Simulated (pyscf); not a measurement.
Optimised with ωB97X-D3(BJ)/def2-SVP in PySCF.

PBE/def2-TZVP puts the barrier of HO–Si(F)(F)–F (SMILES O[Si](F)(F)F) + H₂ (SMILES [H][H]) → HO–SiH(F)–F (SMILES O[SiH](F)F) + HF (SMILES F) (four-centre exchange; singlet surface; F–Si, H–H broken, H–Si, F–H formed) at 51.2 kcal/mol and the reaction energy at +29.4 kcal/mol, from the separated reactants. What do B3LYP-D3(BJ)/def2-TZVP, M06-2X/def2-TZVP, ωB97M-D3(BJ)/def2-TZVP give on the same structures?

B3LYP-D3(BJ): ΔE‡ = 58.7 kcal/mol, ΔE = +31.0 kcal/mol; M06-2X: ΔE‡ = 61.8 kcal/mol, ΔE = +33.6 kcal/mol; ωB97M-D3(BJ): ΔE‡ = 58.0 kcal/mol, ΔE = +30.9 kcal/mol. PBE's barrier lies under all of them, by 6.9 to 10.7 kcal/mol. Its reaction energy lies under all of them, by 1.4 to 4.1 kcal/mol. Low barriers are usual for a GGA, whose delocalisation error favours stretched bonds. On the product side the descent ends in a complex (not fully relaxed), 6.6 kcal/mol under the separated species and 34.3 kcal/mol under the saddle at ωB97X-D3(BJ)/def2-TZVP. One saddle was located; it need not be the lowest between these sides.
